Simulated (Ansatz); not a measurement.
Mulliken charges of C3H3ClO, SMILES `CC(Cl)=C=O` from B3LYP/def2-TZVPP in Ansatz (PBE0-D4/def2-TZVP geometry).

```
atom   x (Å)   y (Å)   z (Å)  charge (e)
  C1  -0.665  -0.613   0.396      -0.226
  C2   0.520   0.213   0.032      -0.040
 Cl3   1.919   0.189   1.053      -0.106
  C4   0.591   0.978  -1.031       0.217
  O5   0.644   1.652  -1.973      -0.137
  H6  -1.058  -0.316   1.372       0.102
  H7  -1.458  -0.488  -0.344       0.087
  H8  -0.400  -1.673   0.439       0.102
```

By hand: the dipole of these point charges (1 e Å = 4.8032 D).

Σ q r = (-0.309, -0.149, -0.001) e Å, of length 0.343 e Å = 1.65 D.

How does the dipole of the full density compare? (An estimate is asked.)

Computed: (-0.295, -0.217, 0.108) e Å, 1.83 D; the point charges give 0.90 times that, at 20° from its direction.

Point charges leave out the atoms' own dipoles, such as those of lone pairs, and Mulliken's split depends on the basis, so the two needn't agree.

B3LYP here is the variant with VWN-RPA as its local correlation; programs differ in this.
